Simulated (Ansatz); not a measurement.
System: rutile MnF2. Method: BLYP (PAW; Ansatz, a quantum-chemistry and plane-wave program).

Numerical settings: plane-wave cutoff 520 eV, 8×8×10 k mesh (along the axes of the cell as run), Fermi–Dirac smearing 0.01 eV, spin-polarised with opposed moments, scalar-relativistic PAW data made under PBE.

Shape and atoms are relaxed at each volume.

Pressure at four volumes; x = ln(V/13.797 Å³). One pressure is withheld.

```
V (Å³/atom)        x  P (GPa)
-----------  -------  -------
13.245       -0.0408        ?
13.521       -0.0202     1.68
13.797        0.0000    -0.01
14.349        0.0392    -2.82
```

Q: Pass a parabola P(x) through the three rows shown, estimate the bulk modulus and its pressure derivative near zero pressure, and predict the withheld pressure.

A: Slopes between the rows: (-0.01 − (1.68))/(0.0000 − (-0.0202)) = -83.66 and (-2.82 − (-0.01))/(0.0392 − (0.0000)) = -71.68 GPa. Their difference over the span 0.0594 is c = 11.98/0.0594 = 201.7 GPa, so P(x) = 1.68 + (-83.66)(x − (-0.0202)) + 201.7 (x − (-0.0202))(x − (0.0000)). At the middle row B = −dP/dx = −[-83.66 + 201.7 × 0.0202] = 79.6 GPa, and B′ = dB/dP = 2c/B = 5.1. At x = -0.0408 the parabola gives 3.57 GPa; the run gives 3.58 GPa. The Birch–Murnaghan fit to the energies at all volumes has B0 = 79.4 GPa and B′ = 5.2.

Note: without U or exact exchange, gaps and moments of open d shells tend to come out too small; the bulk modulus comes from volumes at which shape and atoms were relaxed.
